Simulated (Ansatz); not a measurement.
# PNH2 (triplet): from Hartree-Fock to the top rungs at a displaced geometry (v1), cc-pVDZ

An exercise on one series of results from a longer session: the logs are not shown, and one member is left open.

Computed with Ansatz 0.2.0, Gaussian basis. Level: cc-pVDZ, core rule «outside noble gas», up to 6 orbitals frozen.

To be run: UHF; CCSD(T) on ROHF; CCSD(T) on UHF; BCCD(T) on ROHF; CISD; CCSDT(Q) on ROHF; CCSDT(Q) on UHF; CASSCF and MRCISD+Q, 12 electrons in 10 orbitals; CASSCF and NEVPT2, 12 electrons in 10 orbitals.

25 further runs of the same task are left out: 1 for a mislabelled method, 8 that didn't finish, 16 set aside as unsound or not needed.

### The system

The geometry is a PBE0/def2-TZVP stationary point (not a proven minimum) with its atoms shifted at random (size 0.040 Å).

4 atoms, charge 0, spin multiplicity 3.

Atoms are counted from 1 here; the program's logs count them from 0.

Bond lengths: N1–P2 1.693 Å, N1–H3 1.017 Å, N1–H4 1.012 Å. Angles: P2–N1–H3 119.3°, P2–N1–H4 120.3°, H3–N1–H4 120.4°.

The first run:

The input, in.yaml:

```yaml
crystal:
  periodic: [false, false, false]
  atoms:
    - {symbol: N, position_ang: [0.000732, 0.010135, 1.094188]}
    - {symbol: P, position_ang: [-0.000101, -0.006008, -0.598827]}
    - {symbol: H, position_ang: [0.047863, 0.900535, 1.583393]}
    - {symbol: H, position_ang: [-0.054914, -0.856745, 1.613195]}
basis:
  gaussian: {orbitals: cc-pVDZ}
magnetization: {spin_polarized: true, initial_magnetization: 2}
hamiltonian: {xc: hf}
output: {orbitals: {seedname: orbitals}}
```

Started as:

```
$ ansatz run in.yaml --threads 1 --pin off --events-out ev --progress --plain --max-ram 2393MiB
```

Steps of the session up to this table: UHF; CCSD(T) on ROHF; CCSD(T) on UHF; BCCD(T) on ROHF; CISD; CCSDT(Q) on ROHF; CCSDT(Q) on UHF; CASSCF and MRCISD+Q, 12 electrons in 10 orbitals; CASSCF and NEVPT2, 12 electrons in 10 orbitals.

One table of the session follows, with a row left open; its other results are not shown here.

```
          method  from UCCSDT(Q) (meV)
            ROHF               +7963.4
             UHF               +7789.0
            RMP2                +921.8
            UMP2                +959.2
            CISD                     ?
           RCCSD                +231.0
           UCCSD                +227.4
        RCCSD(T)                 +34.9
        UCCSD(T)                 +34.9
         BCCD(T)                 +34.3
          RCCSDT                 +18.0
          UCCSDT                 +17.5
       RCCSDT(Q)                  +1.0
       UCCSDT(Q)                     0
  CASSCF valence               +5848.1
  NEVPT2 valence               +1253.5
  MRCISD valence                +460.7
MRCISD+Q valence                 +31.4
```

**Question.** Estimate the row for CISD.

As computed: from UCCSDT(Q) (meV): +819.6. In the column «from UCCSDT(Q) (meV)» it lies between MRCISD valence (+460.7) and RMP2 (+921.8).

Limits of these values: Restricted and unrestricted rows rest on different reference determinants; where their highest levels disagree by more than a few hundredths of an eV, they describe different states and don't form one ladder.
